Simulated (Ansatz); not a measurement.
For diamond, rVV10 (Ansatz, a quantum-chemistry and plane-wave program, PAW) gives:

| Quantity | Value |
|---|---|
| equilibrium lattice constant a | 3.585 Å |
| bulk modulus B0 | 423 GPa |

**Question.** What does Hartree–Fock in Ansatz (PAW) give for the same quantities?

**Answer.** 
- lattice constant a: 3.551 Å (decreases by 0.9 %)
- bulk modulus: 497 GPa (goes up by 17 %)

For comparison: lattice constant a 3.553 Å (measured, static lattice: zero-point anharmonic expansion removed, our sources range from 3.543 to 3.555; as tabulated in Mejia-Rodriguez and Trickey (2018), arXiv:1807.09216); bulk modulus 455 GPa (measured, 0 K value with the zero-point phonon effect removed; as tabulated in Mejia-Rodriguez and Trickey (2018), arXiv:1807.09216).

Changes are worked out from the printed values.

Unless a cell is named, each level is at its own relaxed cell (rVV10 5.76, Hartree–Fock 5.60 Å³/atom).

Ansatz's density-functional and Hartree–Fock values are scalar-relativistic unless marked +SOC, with PAW data made under PBE.
